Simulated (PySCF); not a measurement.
Compound: C5H8P (charge +1).
InChI=1S/C5H7P/c1-6-4-2-3-5-6/h2-5H,1H3/p+1

Theory: PySCF, TDDFT PBE0/def2-SVPD, vertical, gas phase, core orbitals frozen in the response. Isolated species at its GFN2-xTB geometry, gas phase.

Computed states:

```tsv
state	E (eV)	f
S1	4.18	0.031
S2	6.37	0.0088
S3	6.47	0.0004
S4	6.63	0.043
S5	6.69	0.0088
S6	7.11	0.0003
S7	7.81	0.019
S8	7.84	0.011
```

Broadening: Gaussians 0.25 eV wide at half height, area fixed by f = 4.319×10⁻⁹ ∫ε dν̃. The cross-section is σ = 3.8235×10⁻²¹ ε cm², given in Mb (10⁻¹⁸ cm²). The width is an assumption, not a result. The curve ends short of the highest state used, and states not computed would add to its high-energy end.

Question: What does the envelope look like, and where are its maxima?

Answer: 
```
E (eV)  σ (Mb)
  3.81    0.03
  3.87    0.17
  3.93    0.78
  3.99    2.53
  4.06    6.67
  4.12   10.83
  4.18   12.77
  4.24   10.94
  4.30    6.81
  4.37    2.62
  4.43    0.82
  4.49    0.18
  4.55    0.03
  4.62    0.00
  4.68    0.00
  4.74    0.00
  4.80    0.00
  4.87    0.00
  4.93    0.00
  4.99    0.00
  5.05    0.00
  5.12    0.00
  5.18    0.00
  5.24    0.00
  5.30    0.00
  5.36    0.00
  5.43    0.00
  5.49    0.00
  5.55    0.00
  5.61    0.00
  5.68    0.00
  5.74    0.00
  5.80    0.00
  5.86    0.00
  5.93    0.00
  5.99    0.01
  6.05    0.04
  6.11    0.18
  6.18    0.75
  6.24    1.77
  6.30    3.14
  6.36    4.49
  6.42    6.17
  6.49   10.37
  6.55   16.13
  6.61   20.65
  6.67   20.10
  6.74   13.42
  6.80    6.87
  6.86    2.62
  6.92    0.76
  6.99    0.17
  7.05    0.11
  7.11    0.12
  7.17    0.10
  7.24    0.06
```

Maxima: 297 nm (4.18 eV), ε about 3300, made up of S1 (100%); 187 nm (6.63 eV), ε about 5500, made up of S4 (84%) and S5 (15%); 174 nm (7.11 eV), ε about 31, made up of S6 (98%) (hardly more than a shoulder) (ε in L mol⁻¹ cm⁻¹; maxima over ε = 5, shares over 10%).

Question: On this curve, what absorbance would a 10⁻³ mol/L sample give at 280 nm over a 1 cm path?

Answer: 280 nm is 4.428 eV, where ε is about 220 L mol⁻¹ cm⁻¹, so A = ε c l ≈ 0.22 (Beer–Lambert, with the gas-phase spectrum and the assumed width).

Question: Coming from long wavelengths, where does ε first pass 100 L mol⁻¹ cm⁻¹?

Answer: At about 318 nm (3.90 eV), 0.28 eV below S1.

Question: What would ε be at 6.63 eV, the highest of these maxima, with half the width (0.125 eV)?

Answer: About 10300 L mol⁻¹ cm⁻¹ against 5530, a factor of about 1.9; a lone state at its own centre would give exactly 2.
